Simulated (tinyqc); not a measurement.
Extended Hueckel theory, for CH3+, step by step. The parameters take no account of the charge, which enters only through the electron count. Computed by tinyqc, a small Python program that keeps every step (integrals from PySCF). Settings: charge = 1, K = 1.5, weighted = 1, multiplicity = 1. Command: `OMP_NUM_THREADS=1 python tinyqc.py 31950 31951 out.jsonl` (the two numbers bound the seeds that draw the settings). One thread of a shared host (Intel(R) Xeon(R) Processor @ 2.60GHz), about 0.01 s of CPU time with the checks.

## Overlaps

Geometry (angstrom):
```
atom         x         y        z
C      0.00000   0.00000  0.01600
H      1.02400   0.00000  0.00000
H     -0.51200   0.88700  0.00000
H     -0.51200  -0.88700  0.00000
```

Parameters chosen for this run:
```
element  shell  Slater exponent  H_ii (eV)
C           2s          1.62500  -21.40000
C           2p          1.62500  -11.40000
H           1s          1.30000  -13.60000
```

Slater orbitals, each expanded in six Gaussians scaled to its exponent.

overlap S:
```
          1C 2s    1C 2px    1C 2py    1C 2pz     2H 1s     3H 1s     4H 1s
1C 2s   1.00000   0.00000   0.00000   0.00000   0.52983   0.52973   0.52973
1C 2px  0.00000   1.00000   0.00000   0.00000   0.51274  -0.25630  -0.25630
1C 2py  0.00000   0.00000   1.00000   0.00000   0.00000   0.44403  -0.44403
1C 2pz  0.00000   0.00000   0.00000   1.00000  -0.00801  -0.00801  -0.00801
2H 1s   0.52983   0.51274   0.00000  -0.00801   1.00000   0.14972   0.14972
3H 1s   0.52973  -0.25630   0.44403  -0.00801   0.14972   1.00000   0.14965
4H 1s   0.52973  -0.25630  -0.44403  -0.00801   0.14972   0.14965   1.00000
```

## Wolfsberg-Helmholz matrix

diagonal H_ii (eV): 1C 2s -21.40000, 1C 2px -11.40000, 1C 2py -11.40000, 1C 2pz -11.40000, 2H 1s -13.60000, 3H 1s -13.60000, 4H 1s -13.60000

K = 1.50000

H_ij = K' S_ij (H_ii + H_jj)/2 for i != j (the diagonal keeps H_ii), with K' = K + D^2 + D^4 (1 - K), D = (H_ii - H_jj)/(H_ii + H_jj), K = 1.5.

H (eV):
```
            1C 2s     1C 2px     1C 2py     1C 2pz      2H 1s      3H 1s      4H 1s
1C 2s   -21.40000    0.00000    0.00000    0.00000  -14.35697  -14.35441  -14.35441
1C 2px    0.00000  -11.40000    0.00000    0.00000   -9.66334    4.83042    4.83042
1C 2py    0.00000    0.00000  -11.40000    0.00000    0.00000   -8.36833    8.36833
1C 2pz    0.00000    0.00000    0.00000  -11.40000    0.15099    0.15095    0.15095
2H 1s   -14.35697   -9.66334    0.00000    0.15099  -13.60000   -3.05429   -3.05429
3H 1s   -14.35441    4.83042   -8.36833    0.15095   -3.05429  -13.60000   -3.05287
4H 1s   -14.35441    4.83042    8.36833    0.15095   -3.05429   -3.05287  -13.60000
```

## Orbitals

valence electrons = 6

Solve H C = S C e through S^(-1/2); fill by pairs from the bottom, a degenerate level sharing its electrons equally; each orbital has its largest coefficient positive (the first on a tie).

orbital energies (eV): -22.88753  -14.74157  -14.74128  -11.40067  2.94837  2.95027  18.78498

occupations: 2.00000  2.00000  2.00000  0.00000  0.00000  0.00000  0.00000

coefficients:
```
             MO1       MO2       MO3       MO4       MO5       MO6       MO7
1C 2s    0.72561   0.00000  -0.00002   0.00939   0.00000  -0.00055   1.52141
1C 2px  -0.00001   0.00000   0.49651   0.00000   0.00000   1.27209   0.00080
1C 2py   0.00000   0.49646   0.00000   0.00000   1.27209   0.00000   0.00000
1C 2pz   0.00136   0.00000   0.00000   0.99989   0.00000   0.00001  -0.02512
2H 1s    0.16134   0.00000   0.52546  -0.00376   0.00000  -1.08867  -0.83911
3H 1s    0.16131   0.45509  -0.26277  -0.00376  -0.94303   0.54485  -0.83807
4H 1s    0.16131  -0.45509  -0.26277  -0.00376   0.94303   0.54485  -0.83807
```

sum of one-electron energies = -104.74077 eV

Within a degenerate level the vectors are fixed only up to a rotation; this is one choice.

## Mulliken analysis

P = C n C^T; charge = valence electrons (C 4, H 1) minus the sum of (P S)_ii on the atom; overlap population = 2 sum P_ij S_ij between two atoms.

charges: 1C 0.78635, 2H 0.07124, 3H 0.07120, 4H 0.07120

Overlap populations:
```
pair      value
2-1    0.783158
3-1    0.783062
3-2   -0.067104
4-1    0.783062
4-2   -0.067104
4-3   -0.067070
```
